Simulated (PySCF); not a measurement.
CF and its ions

PBE0; basis C pcseg-2, F pcseg-2; no relativity; PySCF 2.14. Neutral (UKS): doublet (π ↑), Re = 1.268 Å, ωe = 1335 cm⁻¹, De = 5.84 eV, HOMO -6.26 eV, LUMO -2.78 eV.

CF⁺ (UKS): singlet (closed shell), Re = 1.152 Å, ωe = 1820 cm⁻¹, De = 8.00 eV to C⁺ + F. The energies at the minima are -137.69329 hartree for CF and -137.34919 for CF⁺.

Question: Work out the adiabatic ionisation energy, without and with harmonic zero-point energies (1 hartree = 27.2114 eV, 1 eV = 8065.5 cm⁻¹), and the change of the bond length.

Answer: At PBE0: 0.34410 hartree = 9.363 eV between the minima; the zero-point term (1820.0 − 1335.0)/2 cm⁻¹ = +0.030 eV makes it 9.394 eV. Re changes by -11.6 pm against the neutral. The electron leaves a π orbital, and the shorter bond of the ion fits an antibonding orbital, or a change in how ionic the bond is.

For an ion De counts to the pair picked by the measured ionisation energies or electron affinities, which need not be the lowest pair at this level. States were picked by a PBE0 search and need not be the measured ground states.
